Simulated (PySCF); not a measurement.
Unknown compound

Molecular formula: C4H10. Simulated spectra:

1H NMR (400 MHz, computed): δ 1.27 (m, 4H), 1.00 (m, 6H).

13C{1H} NMR (computed): δ 32.4 (CH2), 17.9 (CH3).

Computed data (PySCF): B3LYP/pcJ-1 coupling constants (without the spin–dipole term), shieldings: GIAO B3LYP/pcSseg-2, PBE0-D3(BJ)/def2-SVP geometry. No solvent model, averaged over atoms made equivalent by symmetry, fast rotation or ring inversion, one computed conformer, non-relativistic.

Referencing at the same level of theory: TMS for 1H and 13C.

Question: Propose a structure and justify it.

Answer: 
- The formula gives 0 degrees of unsaturation.
- 2 carbon signals for 4 carbons: some carbons are equivalent by symmetry or fast rotation.
- Carbon types of the structure: 2 × CH2, 2 × CH3, which accounts for all hydrogens.
- δC 32.4: sp3 CH2; a saturated carbon with 2 carbon neighbours and no heteroatom attached.
- δC 17.9: methyl carbon; aliphatic region, no heteroatom directly attached.
- δH 1.27: hydrogen on an sp3 CH2; far from electronegative atoms and π systems.
- δH 1.00: hydrogen on a methyl carbon; far from electronegative atoms and π systems.

These data were computed for butane.

Splittings below 1 Hz are ignored in the labels, and close J values are merged. Couplings among chemically equivalent protons are left out too, so labels in AA′BB′ or AA′XX′ sets are apparent multiplicities. Unscaled 3J(H,H) at this level run about 10 % above measured values. Shifts are as computed. Against solution values, carbons near 30 ppm lie about +3 ppm off and those near 130 ppm about +8 ppm. Of 1211 compounds with measured shifts, 218 miss one by over three times the rms of a fit or turn the order of signals round; such compounds aren't used in these exercises. Chain 3J(H,H) values assume equally populated staggered rotamers: (2 J gauche + J anti)/3.
